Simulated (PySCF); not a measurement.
**Fractional electron number in Mg (magnesium, neutral)**

The 3s beta orbital of [Ne] 3s2 is emptied in steps (occupation f), with all orbitals relaxed, ending at [Ne] 3s1. All numbers are calculated (PySCF 2.14, the non-relativistic Hamiltonian (point nucleus), in aug-pcseg-2). The exact energy is a straight line in f; departures are measured from the line between the end points of the same method.

| f | UHF (eV) | LDA (eV) | PBE (eV) | PBE0 (eV) | r2SCAN (eV) | BHandHLYP (eV) | r2SCAN0 (eV) | HSE06 (eV) |
| --- | --- | --- | --- | --- | --- | --- | --- | --- |
| 1 | 0.000 | 0.000 | 0.000 | 0.000 | 0.000 | 0.000 | 0.000 | 0.000 |
| 0.75 | 0.049 | -0.556 | -0.551 | -0.398 | -0.468 | -0.293 | -0.350 | -0.468 |
| 0.5 | 0.059 | -0.742 | -0.738 | -0.530 | -0.605 | -0.400 | -0.456 | -0.624 |
| 0.25 | 0.041 | -0.555 | -0.553 | -0.395 | -0.437 | -0.310 | -0.338 | -0.466 |
| 0 | 0.000 | 0.000 | 0.000 | 0.000 | 0.000 | 0.000 | 0.000 | 0.000 |

| method | E(f=0) − E(f=1) (eV) | −ε at f=1 (eV) | −ε at f=0.5 (eV) |
| --- | --- | --- | --- |
| UHF | 6.599 | 6.886 | 6.579 |
| LDA | 7.722 | 4.774 | 7.724 |
| PBE | 7.612 | 4.695 | 7.603 |
| PBE0 | 7.536 | 5.421 | 7.540 |
| r2SCAN | 7.350 | 4.815 | 7.433 |
| BHandHLYP | 7.552 | 6.022 | 7.508 |
| r2SCAN0 | 7.372 | 5.481 | 7.411 |
| HSE06 | 7.534 | 5.042 | 7.540 |

Orbital energy along the path (eV):

```json
{"f": "1", "UHF": "-6.886", "LDA": "-4.774", "PBE": "-4.695", "PBE0": "-5.421", "r2SCAN": "-4.815", "BHandHLYP": "-6.022", "r2SCAN0": "-5.481", "HSE06": "-5.042"}
{"f": "0.75", "UHF": "-6.711", "LDA": "-6.233", "PBE": "-6.131", "PBE0": "-6.473", "r2SCAN": "-6.146", "BHandHLYP": "-6.744", "r2SCAN0": "-6.464", "HSE06": "-6.284"}
{"f": "0.5", "UHF": "-6.579", "LDA": "-7.724", "PBE": "-7.603", "PBE0": "-7.540", "r2SCAN": "-7.433", "BHandHLYP": "-7.508", "r2SCAN0": "-7.411", "HSE06": "-7.540"}
{"f": "0.25", "UHF": "-6.477", "LDA": "-9.212", "PBE": "-9.108", "PBE0": "-8.617", "r2SCAN": "-8.563", "BHandHLYP": "-8.337", "r2SCAN0": "-8.255", "HSE06": "-8.794"}
{"f": "0", "UHF": "-6.395", "LDA": "-10.573", "PBE": "-9.802", "PBE0": "-8.944", "r2SCAN": "-9.303", "BHandHLYP": "-9.124", "r2SCAN0": "-9.097", "HSE06": "-9.229"}
```

Reference removal energy between the ground levels: 7.646 eV (measured; NIST Atomic Spectra Database, ionization energies). UHF lacks correlation.
